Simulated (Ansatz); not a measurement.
# BPHCl (singlet): the correlation ladder at a displaced geometry (v1), cc-pVDZ

An exercise on one series of results from a longer session: the logs are not shown, and one member is left open.

Computed with Ansatz 0.2.0, Gaussian basis. Level: cc-pVDZ, core rule «outside noble gas», up to 11 orbitals frozen.

The runs, in order: UHF; CCSD(T) on RHF; BCCD(T) on RHF; CISD; CCSDT(Q) on RHF.

9 further runs of the same task are left out: 4 that didn't finish, 5 set aside as unsound or not needed.

## The system

The geometry is a PBE0/def2-TZVP stationary point (not a proven minimum) with its atoms shifted at random (size 0.040 Å).

4 atoms, charge 0, spin multiplicity 1.

Atoms are counted from 1 here; the program's logs count them from 0.

Bond lengths: Cl1–B2 1.703 Å, B2–P3 1.751 Å, P3–H4 1.446 Å. Angles: Cl1–B2–P3 174.2°, B2–P3–H4 60.8°.

Set-up of the first run:

Input file in.yaml:

```yaml
crystal:
  periodic: [false, false, false]
  atoms:
    - {symbol: Cl, position_ang: [0.002322, -0.282608, 1.959793]}
    - {symbol: B, position_ang: [0.001536, -0.368496, 0.258691]}
    - {symbol: P, position_ang: [0.049452, -0.287054, -1.490106]}
    - {symbol: H, position_ang: [-0.053310, 0.938158, -0.728378]}
basis:
  gaussian: {orbitals: cc-pVDZ}
magnetization: {spin_polarized: true, initial_magnetization: 0}
hamiltonian: {xc: hf}
output: {orbitals: {seedname: orbitals}}
```

On the command line:

```
> ansatz run in.yaml --threads 1 --pin off --events-out ev --progress --plain --max-ram 2393MiB
```

Among the steps run: UHF; CCSD(T) on RHF; BCCD(T) on RHF; CISD; CCSDT(Q) on RHF.

One table of the session follows, with a row left open; its other results are not shown here.

```
   method  from RCCSDT(Q) (meV)
      RHF              +10392.0
     RMP2               +1267.8
     CISD                     ?
    RCCSD                +459.2
 RCCSD(T)                 +57.5
  BCCD(T)                 +55.1
   RCCSDT                 +30.3
RCCSDT(Q)                     0
```

Q: Estimate the row for CISD from the others.

**Answer.** from RCCSDT(Q) (meV): +1622.2. In the column «from RCCSDT(Q) (meV)» it lies between RMP2 (+1267.8) and RHF (+10392.0).
